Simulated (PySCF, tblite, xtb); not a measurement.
Potential energy curve for F2, singlet.

- RKS-B3LYP/6-31G* = restricted B3LYP/6-31G*, spherical d in PySCF 2.14.0
- GFN2-xTB, 300 K electronic temperature (tblite)
- GFN1-xTB (xtb)
- UCCSD(T) = CCSD(T) on UHF/cc-pVTZ, 2 core orbitals frozen run with PySCF

Energies relative to the lowest point of each curve near equilibrium, in kJ/mol; the last columns give the difference from UCCSD(T):

```csv
R / Å,RKS-B3LYP/6-31G*,GFN2-xTB,GFN1-xTB,UCCSD(T),RKS-B3LYP/6-31G* − UCCSD(T),GFN2-xTB − UCCSD(T),GFN1-xTB − UCCSD(T)
1.04,569.0,296.7,430.6,526.4,42.5,-229.7,-95.8
1.10,341.2,170.4,248.7,314.1,27.0,-143.7,-65.4
1.18,153.8,72.8,104.1,140.0,13.8,-67.1,-35.9
1.25,62.7,28.3,37.4,55.7,6.9,-27.4,-18.3
1.30,26.0,11.3,12.7,21.9,4.1,-10.6,-9.2
1.32,16.4,7.0,6.8,13.0,3.4,-6.0,-6.2
1.38,1.3,0.5,0.0,0.7,0.6,-0.2,-0.7
1.40,0.0,0.0,0.7,0.0,0.0,0.0,0.7
1.44,2.0,1.0,5.6,2.3,-0.4,-1.3,3.2
1.50,13.8,6.4,19.7,13.0,0.8,-6.7,6.7
1.58,40.9,18.3,47.5,36.6,4.3,-18.3,10.9
1.71,98.7,44.5,103.2,83.7,15.0,-39.2,19.6
1.85,165.7,77.1,164.9,120.6,45.1,-43.5,44.3
2.07,262.2,127.0,245.9,139.5,122.8,-12.5,106.4
2.24,324.1,157.8,291.1,141.9,182.1,15.9,149.2
2.49,394.0,187.6,333.4,141.6,252.5,46.1,191.9
2.73,441.3,201.5,353.9,140.9,300.4,60.6,213.0
3.01,478.1,—,362.3,140.8,337.4,—,221.5
3.40,507.3,—,364.3,141.1,366.1,—,223.2
3.71,519.1,—,364.5,141.4,377.7,—,223.1
4.09,526.5,—,364.6,—,—,—,—
4.76,532.7,—,364.6,—,—,—,—
5.57,537.1,—,364.7,—,—,—,—
```

RKS-B3LYP/6-31G* is furthest from UCCSD(T) at 3.71 (377.7 kJ/mol, above); its mean absolute difference over the points is 105.1 kJ/mol.

GFN2-xTB is furthest from UCCSD(T) at 1.04 (-229.7 kJ/mol, below); its mean absolute difference over the points is 42.9 kJ/mol.

GFN1-xTB is furthest from UCCSD(T) at 3.40 (223.2 kJ/mol, above); its mean absolute difference over the points is 82.3 kJ/mol.

Dashes: no converged value, or the column stops at the first point that the program doubted or that broke a chosen test of continuity, which isn't proof of a fault.

The restricted form behind RKS-B3LYP/6-31G* keeps the bonding electrons paired and can't separate into open-shell fragments. The unrestricted determinant behind UCCSD(T) is spin-contaminated at 1.38 to 5.57 Å (<S²> up to 1.0, against 0.00 for a pure singlet).
